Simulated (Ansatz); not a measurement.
Ideal-gas functions of `NC1=C=CN1` at 298.15 K and 1 bar, from an Ansatz frequency run at PBE0-D4/def2-TZVP.

Molar mass 68.08 g/mol, point group C1 (symmetry number 1), electronic degeneracy 1, moments of inertia 40.641, 84.781, 118.656 u Å². Harmonic wavenumbers (cm⁻¹, unscaled): 197, 368, 417, 588, 645, 702, 748, 880, 967, 1004, 1093, 1153, 1247, 1321, 1482, 1543, 1661, 3161, 3321, 3607, 3734.

Use S(trans) = R[1.5 ln M + 2.5 ln T − 1.1517]; rotational temperatures θ = 24.2544 K / I; S(rot) = R[ln(√π/σ · √(T³/θAθBθC)) + 1.5]; for each mode x = 1.438777 ν̃/T, S = R[x/(eˣ − 1) − ln(1 − e⁻ˣ)] and H = RT x/(eˣ − 1); 1 cm⁻¹ = 0.0119627 kJ/mol; R = 8.31446 J/(mol·K).

**Question.** By hand: the entropy, in J/(mol·K).

**Answer.** Translation 161.5. Rotation: θ = 0.5968, 0.2861, 0.2044 K, giving 102.2. Vibration, mode by mode: 9.04, 4.55, 3.77, 1.97, 1.58, 1.27, 1.06, 0.63, 0.45, 0.39, 0.27, 0.21, 0.14, 0.10, 0.05, 0.04, 0.02, 0.00, 0.00, 0.00, 0.00, in all 25.6. Electronic 0.0. Sum 289.3 J/(mol·K).

**Question.** By hand: H − E and G − E in kJ/mol, counted from the electronic energy.

**Answer.** Zero-point energy ½ × 29839 × 0.0119627 = 178.5; thermal vibration 5.1; translation, rotation and pV give 4 RT = 9.9. H − E = 193.5 kJ/mol, and G − E = 193.5 − 298.15 × 289.3/1000 = 107.2 kJ/mol.

Vibration gives 9 % of the entropy. The sum counts one conformer and one mirror image; others add a mixing term.
